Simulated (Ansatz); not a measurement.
A calculation with Ansatz (development build ahead of 0.2.0).

```yaml
crystal:
  periodic: [false, false, false]
  atoms:
    - { symbol: O, position_ang: [0.0, 0.0, 0.0] }
    - { symbol: O, position_ang: [0.0, 0.0, 1.8] }
basis:
  gaussian: { orbitals: def2-SVP }
magnetization:
  spin_polarized: true
  initial_magnetization: 2
hamiltonian:
  xc: hf
correlation:
  method: mp2
  frozen_orbitals: { O: 1 }
output:
  forces: true
```

The input is written out in the form of the current development build from the run's settings.

Output:

| Quantity | Value |
| --- | --- |
| Converged | yes |
| Reference energy | -149.39402 hartree |
| Correlation energy | -0.22067 hartree |
| Total energy | -149.61469 hartree |
| Spin squared of the determinant | 2.777 |
| Stability test | minimum |

Forces (eV/Å):
```
atom     Fx     Fy      Fz
  O1  0.000  0.000   2.006
  O2  0.000  0.000  -2.006
```

Caution: bonds are stretched, where a single reference can fail; the unrestricted determinant is spin contaminated; forces differ strongly between restricted and unrestricted references.
